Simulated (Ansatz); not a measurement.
Compare A (`C=CCCCC`) with its isomer B (`CCC=C(C)C`).

Calculated with Ansatz (gas phase, PBE0-D4/def2-TZVP geometries, no zero-point term in ΔE). CBS: MP2 limit from def2 TZ/QZ plus the TZ coupled-cluster correction, frozen cores. Functionals use def2-TZVPP. B3LYP here is the variant with VWN-RPA as its local correlation; programs differ in this. Each species was taken in one conformer, which may not be the lowest.

Problem. Which is lower in electronic energy at CCSD(T)/CBS, and by how much? (An estimate is asked.)

Solution. Computed: B, by 17.2 kJ/mol.

Problem. Give E(B) − E(A) in kJ/mol with CCSD(T)/def2-TZVPP, B3LYP, PBE0-D4, CCSD/def2-TZVPP, B3LYP-D4, PBE-D4, HF/def2-TZVPP. (An estimate is asked.)

Solution. Ansatz gave: CCSD(T)/def2-TZVPP -17.3, B3LYP -23.4, PBE0-D4 -23.0, CCSD/def2-TZVPP -16.5, B3LYP-D4 -21.4, PBE-D4 -24.7, HF/def2-TZVPP -16.5. None reverses the order clearly.

Largest T1 diagnostic: 0.009.
